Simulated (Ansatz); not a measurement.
# doublet BO: levels of theory in one basis

```xyz
2

B     0.0000    0.0000    0.0000
O     0.0000    0.0000    1.2050
```

Basis set: def2-SVP (spherical functions). Frozen core: 2 orbitals. Correlation on ROHF uses semicanonical orbitals with singles. Charge 0, multiplicity 2.

Computed with Ansatz (development build ahead of 0.2.0); each method stands on the lowest determinant of its kind that the runs found.

```csv
method,E − E(ROHF) (eV),<S²> of the determinant
ROHF,0.00,0.75
UHF,-0.10,0.81
ROHF-MP2,-6.64,–
UHF-MP2,-6.62,0.81
ROHF-CCSD(T),-7.00,–
UHF-CCSD(T),-7.00,0.81
```
